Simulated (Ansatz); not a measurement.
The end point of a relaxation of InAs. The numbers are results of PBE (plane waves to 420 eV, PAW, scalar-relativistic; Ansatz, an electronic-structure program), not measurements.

```cif
data_AsIn
_chemical_formula_sum 'As1 In1'
_space_group_name_H-M_alt 'P 1'
_space_group_IT_number 1
_cell_length_a 4.37531
_cell_length_b 4.37531
_cell_length_c 4.37531
_cell_angle_alpha 60.000
_cell_angle_beta 60.000
_cell_angle_gamma 60.000
loop_
_space_group_symop_operation_xyz
  'x, y, z'
loop_
_atom_site_label
_atom_site_type_symbol
_atom_site_fract_x
_atom_site_fract_y
_atom_site_fract_z
_atom_site_occupancy
As1 As 0.75000 0.75000 0.75000 1
In1 In 0.00000 0.00000 0.00000 1
```

Task: Determine the symmetry and give the standard cell with its independent sites.

Result: Space group F-43m (No. 216); a = b = c = 6.188 Å, α = β = γ = 90.00°

```
atom  site  symmetry       x       y       z
----  ----  --------  ------  ------  ------
As      4c      -43m  0.2500  0.2500  0.2500
In      4a      -43m  0.0000  0.0000  0.0000
```

This is the zinc blende type.

Task: Give the shortest distances between elements (the closest pairs, up to four, under 3.6 Å).

Result: As–In 2.68 Å.

The volume per atom is 29.61 Å³ and the density is 5.32 g/cm³. The band gap is zero, with touching bands (no spin-orbit coupling).

No spin polarisation in the result.

Measured for InAs: a 6.047 Å (static lattice; corrected from measurement; as listed in Daniel Mejia-Rodriguez, S. B. Trickey, Phys. Rev. B (2018)); gap 0.417 eV (0 K or low temperature; as listed in I. Vurgaftman, J. R. Meyer, L. R. Ram-Mohan, Journal of Applied Physics (2001)). Computed minus measured — a: PBE +2.3 %; gap: PBE -0.42 eV. The computed values are for a static lattice, and a measured gap can be an optical one, lowered by exciton binding.

The run could not lose the symmetry of its start.

All atoms sit on sites fixed by symmetry, so only the cell could relax.
